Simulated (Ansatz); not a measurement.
A made-up structure of CH₄NSi, doublet:

```
atom    x (Å)    y (Å)    z (Å)
  C1  -0.9104  -0.1816  -0.5159
  N2   0.0314  -0.7646  -0.2928
 Si3   0.8514  -0.1343   0.7678
  H4  -1.3897  -0.7148  -1.1626
  H5  -1.3024   0.8606  -0.1015
  H6   0.6097   1.4224   1.1149
  H7   2.1101  -0.4877   0.1901
```

It is relaxed with PBE-D4/def2-SVP and then PBE0-D4/def2-TZVP (Ansatz 0.2.0). Atoms count as bonded within 1.22 times the sum of their covalent radii (H–H: 0.88 Å). The end point is not checked to be a true minimum.

(1) Does its bonding change? (Judge from chemistry; the calculation decides.)

Answers

(1) The calculation gives: Yes. Formed: none; broken: C1–Si3.

Where it ends: The first stage lowers the energy by 4.40 eV in 9 steps. It ends as CH₄NSi ([CH2][N][SiH2]):
```
7
angstrom
C -1.1339 -0.2037 -0.6230
N -0.0245 -0.7149 -0.2947
Si 1.0860 -0.0871 0.8605
H -1.7914 -0.7252 -1.3266
H -1.5071 0.7617 -0.2483
H 0.8971 1.3595 1.1945
H 2.4738 -0.3902 0.4376
```

Labels in which every atom is bracketed show which atoms are joined, not bond orders.

For scale, one of the runs: PBE0-D4/def2-TZVP relaxation, 123 basis functions, launched by `ansatz run in.yaml --threads 2 --pin off --events-out ev --progress --plain --max-ram 4352MiB`. Hardware: 2 CPU threads of an Arm Neoverse V2, shared host. Wall time about 29 s.
